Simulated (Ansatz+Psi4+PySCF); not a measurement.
The numbers below are computed, except where a source is named.
A run of Psi4 1.11 on doublet H₂O₂(+) at this shape:

```csv
atom,x (Å),y (Å),z (Å)
O,0.0031,0.7289,-0.0447
O,-0.0083,-0.7288,-0.0507
H,0.8365,0.8822,0.4126
H,-0.8476,-0.8749,0.4233
```

Its results:

- Converged: yes
- Total energy: -150.41433 hartree
- Spin squared of the determinant: 0.750

Which input gives this output? Name the method, the orbitals and the basis set, and write the input.

ROHF in cc-pVTZ.

```
molecule {
1 2
O 0.003080 0.728940 -0.044730
O -0.008260 -0.728810 -0.050690
H 0.836530 0.882230 0.412580
H -0.847580 -0.874940 0.423290
}

set basis cc-pVTZ
set reference rohf
set scf_type pk
energy('scf')
```

This is not the lowest solution: another run reaches a determinant 0.72 eV lower. Caution: an unrestricted determinant lies well below.
